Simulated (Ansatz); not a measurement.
# CH5OSi (SMILES [CH2][SiH2]O) at UHF/def2-SVPD

Aim: the vertical doublet–quartet gap of CH5OSi at UHF/def2-SVPD, from 2 runs. 

The calculation is run with Ansatz 0.2.0.

54 further runs of the same task are left out: 54 set aside as unsound or not needed.

## Step 1: The structure to begin with

CH5OSi has 8 atoms, charge 0, and is taken as a doublet. As SMILES, `[CH2][SiH2]O`. The coordinates come from a PBE0-D4/def2-TZVP relaxation. This is one conformer, not always the lowest.

Bond lengths: C1–Si2 1.840 Å, Si2–O3 1.650 Å, C1–H4 1.086 Å, C1–H5 1.087 Å, Si2–H6 1.485 Å, Si2–H7 1.490 Å, O3–H8 0.958 Å. Angles: C1–Si2–O3 112.2°, C1–Si2–H6 111.4°, C1–Si2–H7 108.0°, O3–Si2–H6 104.2°, O3–Si2–H7 111.6°, Si2–C1–H4 122.8°, Si2–C1–H5 122.5°, Si2–O3–H8 117.1°, H6–Si2–H7 109.4°, H4–C1–H5 114.6°.

## Step 2: A single-point energy at UHF/def2-SVPD

The input, run.yaml:

```yaml
crystal:
  periodic: [false, false, false]
  atoms:
    - {symbol: C, position_ang: [-0.861500, 0.517800, -0.791400]}
    - {symbol: Si, position_ang: [0.654000, -0.005200, 0.111100]}
    - {symbol: O, position_ang: [0.302800, -0.724400, 1.554400]}
    - {symbol: H, position_ang: [-0.970800, 0.416800, -1.867000]}
    - {symbol: H, position_ang: [-1.703100, 0.991500, -0.293300]}
    - {symbol: H, position_ang: [1.495600, 1.161100, 0.480600]}
    - {symbol: H, position_ang: [1.431000, -0.912300, -0.779800]}
    - {symbol: H, position_ang: [-0.255800, -1.502300, 1.529400]}
basis:
  gaussian:
    orbitals: def2-SVPD
magnetization:
  spin_polarized: true
  initial_magnetization: 1
hamiltonian:
  xc: hf
accuracy: high
output:
  orbitals: {seedname: orbitals}
```

Started as:

```
$ ansatz run run.yaml --threads 1 --pin off --max-ram 3480MiB --events-out events.jsonl --progress --plain --runs-dir runs
```

Output:

```text
Warning: RAYON_NUM_THREADS=1 ignored (pool sized by the plan → 1); use --threads N
Functional definition: HF
  name "HF"
  exchange = exact_x
  correlation = 0
2123 factors; integrals over basis functions are off by at most 3.5e-9 eV
mean field evaluation 1: about -11001.4737 eV, gradient 2.5e1 eV
mean field evaluation 2: about -11001.4796 eV, gradient 2.5e1 eV
mean field evaluation 4: about -11004.3956 eV, gradient 2.6e0 eV
mean field evaluation 8: about -11004.4616 eV, gradient 1.5e-1 eV
mean field -11004.46207080 eV, -404.4065220098 hartree, gradient 3.1e-8 eV, S^2 0.760286; 0 other end points of the search recorded, 0 dependent functions left out
reference -11004.46207080 eV, -404.4065220098 hartree; 17, 16 occupied and 90, 91 virtual orbitals, 2123 factors
Total energy: -11004.46207080 eV, -404.4065220098 hartree
```

Wall time 5.1 s (1 thread of AMD EPYC 7R43 (Zen 3), shared host); peak memory 0.36 GiB.

## Step 3: The quartet, same level

The input, molecule.yaml:

```yaml
crystal:
  periodic: [false, false, false]
  atoms:
    - {symbol: C, position_ang: [-0.861500, 0.517800, -0.791400]}
    - {symbol: Si, position_ang: [0.654000, -0.005200, 0.111100]}
    - {symbol: O, position_ang: [0.302800, -0.724400, 1.554400]}
    - {symbol: H, position_ang: [-0.970800, 0.416800, -1.867000]}
    - {symbol: H, position_ang: [-1.703100, 0.991500, -0.293300]}
    - {symbol: H, position_ang: [1.495600, 1.161100, 0.480600]}
    - {symbol: H, position_ang: [1.431000, -0.912300, -0.779800]}
    - {symbol: H, position_ang: [-0.255800, -1.502300, 1.529400]}
basis:
  gaussian:
    orbitals: def2-SVPD
magnetization:
  spin_polarized: true
  initial_magnetization: 3
output: {orbitals: {seedname: orbitals}}
accuracy: high
hamiltonian:
  xc: hf
```

Started as:

```
$ ansatz run molecule.yaml --threads 1 --pin off --max-ram 3480MiB --events-out events.jsonl --progress --plain --runs-dir runs
```

Output, shortened:

```text
Warning: RAYON_NUM_THREADS=1 ignored (pool sized by the plan → 1); use --threads N
[... 2 set-up lines as earlier in the session ...]
[...]
2123 factors; integrals over basis functions are off by at most 3.5e-9 eV
[...]
mean field -10997.49684326 eV, -404.1505546186 hartree, gradient 5.2e-8 eV, S^2 3.771394; 2 other end points of the search recorded, 0 dependent functions left out
reference -10997.49684326 eV, -404.1505546186 hartree; 18, 15 occupied and 89, 92 virtual orbitals, 2123 factors
Total energy: -10997.49684326 eV, -404.1505546186 hartree
```

It took 18 s on 1 thread of AMD EPYC 7R43 (Zen 3), shared host; peak memory 0.38 GiB.

## Step 4: Results

At UHF/def2-SVPD:

| quantity | value |
| --- | --- |
| doublet: total energy | -404.40652 Eh |
| doublet: HOMO energy (highest over α and β) | -10.66 eV |
| doublet: LUMO energy (lowest over α and β) | 1.61 eV |
| doublet: ⟨S²⟩ | 0.760 |
| quartet: total energy | -404.15055 Eh |
| quartet: HOMO energy (highest over α and β) | -4.00 eV |
| quartet: LUMO energy (lowest over α and β) | -1.79 eV |
| quartet: ⟨S²⟩ | 3.771 |
| vertical energy of the quartet above the doublet | 6.965 eV |

In words: At this shape the quartet lies 6.97 eV (672 kJ/mol) above the doublet.
